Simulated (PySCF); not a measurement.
## Ionisation and electron attachment of `N=[PH3]` (H4NP)

Parent: `N=[PH3]` (H4NP). Coordinates in Å; atoms count from 1 in this order:
```
N     1.1367    0.6460   -0.0918
P    -0.2898   -0.0053    0.0136
H     1.9235    0.0060   -0.1443
H    -0.8195   -0.8366   -1.0296
H    -1.2653    1.0143    0.0732
H    -0.6674   -0.8178    1.1346
```

Energies: ωB97X-D3(BJ)/ma-def2-TZVP (PySCF, density fitting, integration grid level 2) on PBE0-D3(BJ)/def2-SVPD structures. The prefix ma- adds one diffuse s and one diffuse p function on all atoms but H. ωB97X-D3(BJ) is ωB97X-V with D3(BJ) in place of VV10. Zero-point and thermal terms (298.15 K, 1 bar) come from unscaled GFN2-xTB harmonic frequencies, with soft modes damped to free rotors in the entropy. These were taken at the GFN2-xTB minima.

Frontier levels of the parent: HOMO -9.25 eV, LUMO 1.08 eV.

Oxidation to the radical cation:
```
Vertical ionisation energy (electronic)              : 9.22 eV
Adiabatic ionisation energy (with zero-point energy) : 8.76 eV
Adiabatic, electronic part                           : 8.86 eV
Vertical gap at the product's structure              : 8.31 eV
Inner reorganisation energy (four-point)             : 914 meV
Relaxation of product / of parent                    : 359 / 555 meV
⟨S²⟩ of the product                                  : 0.754
Largest spin populations                             : N1 0.99
Largest changes of atomic charge                     : N1 0.54, H (on P2) 0.18, H (on P2) 0.15, H (on P2) 0.12
Distances that move most (Å)                         : N1–P2 1.572 → 1.680; P2–H 1.435 → 1.413; P2–H 1.435 → 1.416; N1–H 1.015 → 1.030
Potential in dichloromethane                         : 6.21 V absolute, 1.51 V against Fc+/Fc computed at 4.70 V (solvation -32 → -274 kJ/mol)
```

Vertical electron affinity to the radical anion: -0.91 eV. The extra electron is not bound at this structure, the number hangs on the basis, and the ion was not relaxed.

Solvents are IEF-PCM continua (electrostatics only, gas-phase structures); absolute potentials refer to an electron at rest in vacuum. Fc+/Fc in dichloromethane, 4.70 V, is ωB97X-D3(BJ)/ma-def2-TZVP on PBE0-D3(BJ)/def2-SVP structures with GFN2-xTB thermal terms. Benchmark calculations put it near 5.0 V in acetonitrile and DMSO, so it is about 0.3 V low, and the value against it can read up to that much too high.

Structures, frequencies and single points took 24 s of wall time on 1 thread of Intel Xeon 6975P-C (shared host), launched as `OMP_NUM_THREADS=1 python redox_run.py task.json out`.
